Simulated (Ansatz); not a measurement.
The input, for Ansatz 0.2.0:

```yaml
crystal:
  periodic: [false, false, false]
  atoms:
    - {symbol: Al, position_ang: [0.000000, -0.580310, 3.450972]}
    - {symbol: Mg, position_ang: [0.000000, -0.390545, -6.213165]}
    - {symbol: H, position_ang: [0.000000, 0.970855, 2.762194]}
basis:
  gaussian: {orbitals: 6-31G}
correlation: {method: fci, electrons: outside_noble_gas}
```

```sh
$ ansatz run in.yaml --threads 1 --pin off --events-out ev --progress --plain --max-ram 2393MiB
```

Output:

```
520 factors; integrals over basis functions are off by at most 8.8e-8 eV
mean field evaluation 1: about -12027.8007 eV, gradient 5.3e0 eV
mean field evaluation 2: about -12027.8011 eV, gradient 5.3e0 eV
mean field evaluation 4: about -12028.0267 eV, gradient 3.0e-1 eV
mean field evaluation 8: about -12028.0272 eV, gradient 1.9e-6 eV
mean field -12028.02723997 eV, -442.0218481790 hartree, gradient 4.2e-6 eV, S^2 0.000000; 0 other end points of the search recorded, 0 dependent functions left out
10 core orbitals not correlated: weight in the atoms' cores, before any rotation towards them, 1.000 or more for the frozen orbitals, at most 0.000 for the correlated occupied ones
reference -12028.02723997 eV, -442.0218481790 hartree; 3, 3 occupied and 15, 15 virtual orbitals, 520 factors
state -12030.18984609 eV, -442.1013224881 hartree
Total energy: -12030.18984609 eV, -442.1013224881 hartree
```

Ran on 1 thread of Intel Xeon Platinum 8488C, shared host: 1.1 s wall, 0.16 GiB peak host memory.
